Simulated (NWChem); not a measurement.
Polarisability of hydrogen sulfide (H₂S)

```
S
H 1 1.3608
H 1 1.3608 2 91.41
```
Charge 0, spin multiplicity 1.

Program: NWChem. All single points use one geometry, from PBE/def2-SVP, a minimum by its harmonic frequencies.

Basis set: 6-31G*. Static limit. This basis has no diffuse functions, which lowers polarisabilities.

| method | isotropic polarisability (bohr³) | difference from CCSD linear response |
|---|---|---|
| HF | 14.93 | +0.38 |
| PBE | 14.83 | +0.28 |
| B3LYP | 14.79 | +0.24 |
| BHandHLYP | 14.78 | +0.23 |
| CCSD linear response | 14.55 | 0.00 |

The values span 0.38 bohr³, from CCSD linear response (lowest) to HF (highest). 

The correlated methods keep 5 core orbitals frozen. B3LYP has NWChem's definition, with VWN1-RPA local correlation. The Pople sets run with spherical d functions. Coupled-cluster values serve here as a point of comparison, not as the truth.
